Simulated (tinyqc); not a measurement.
Worked calculation: Pariser-Parr-Pople SCF with singles CI, for the molecule C=CC=C (SMILES; centres numbered as the heavy atoms are written). One step of it, computed by the program tinyqc.

Question. Singles CI, triplets. Over the 4 single excitations with the smallest orbital gaps: A = (e_a - e_i) delta - (ij|ab), with (pq|rs) = sum c_mp c_mq gamma_mn c_nr c_ns.

orbital energies (eV): -12.270176  -9.418762  -1.771238  1.080176

coefficients:
```
         MO1        MO2        MO3        MO4
1C  0.395508   0.586151   0.586151  -0.395508
2C  0.586151   0.395508  -0.395508   0.586151
3C  0.586151  -0.395508  -0.395508  -0.586151
4C  0.395508  -0.586151   0.586151   0.395508
```

repulsion gamma_rs (eV):
```
           1C         2C         3C         4C
1C  11.130000   5.344246   3.872270   2.880801
2C   5.344246  11.130000   5.346327   3.872270
3C   3.872270   5.346327  11.130000   5.344246
4C   2.880801   3.872270   5.344246  11.130000
```

Give: triplet CI matrix; triplet excitation energies.

Answer.

triplet CI matrix (eV):
```
        2>3     1>3     2>4     1>4
2>3  1.5521  0.0000  0.0000  1.8248
1>3  0.0000  4.5950  1.8248  0.0000
2>4  0.0000  1.8248  4.5950  0.0000
1>4  1.8248  0.0000  0.0000  6.7935
```

triplet excitation energies (eV): 0.9794  2.7702  6.4198  7.3663
